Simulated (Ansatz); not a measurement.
The same path of AlH4N + H2 (8 atoms, charge 0, multiplicity 1) was run twice with different band settings. Lost on the way: H7–H8. Made: Al1–H7, N2–H8.

Theory: RKS PBE0/def2-SVP in Ansatz 0.2.0.

Relaxed end points:

```xyz
8
Properties=species:S:1:pos:R:3
Al 0.003 -0.097 0.378
N 0.053 -0.470 2.114
H -0.755 -0.695 2.685
H 0.894 -0.500 2.679
H 1.379 0.170 -0.368
H -1.403 -0.156 -0.358
H -0.304 2.514 0.295
H -0.283 2.357 1.041
```

```xyz
8
Properties=species:S:1:pos:R:3
Al -0.163 0.504 -0.012
N 0.050 0.286 2.041
H -0.855 0.287 2.515
H 0.516 -0.591 2.279
H 1.382 0.406 -0.443
H -1.099 -0.768 -0.311
H -0.851 1.956 -0.046
H 0.604 1.044 2.444
```

Common settings: spring 5.0 eV/Å²; optimiser quadratic models (default); start path through a guess of the saddle point; force threshold 0.03 eV/Å; iteration limit 60; end points relaxed.

| run | movable images | climbing image |
| --- | --- | --- |
| 1 | 5 | yes |
| 2 | 4 | no |

(1) What does each run give, and how far can it be trusted?

## Answers

(1) Run 1: converged after 44 iterations, highest image 0.677 eV above the first end. The profile has 2 maxima (images 2, 4) with wells between them (image 3): this band takes more than one step, which may be the mechanism or a detour left from its start path. Neighbouring images differ by up to 1.3 eV, so the band resolves the path poorly. A vibrational analysis at the climbing image gives one clearly imaginary mode, 1185i cm⁻¹: a first-order saddle point.
Run 2: converged after 12 iterations, highest image 0.672 eV above the first end. No image climbed, so the highest image needn't sit at the top of the path.
The orbitals stay closed-shell, which can raise the energy where a bond breaks towards radicals; this wasn't checked here.
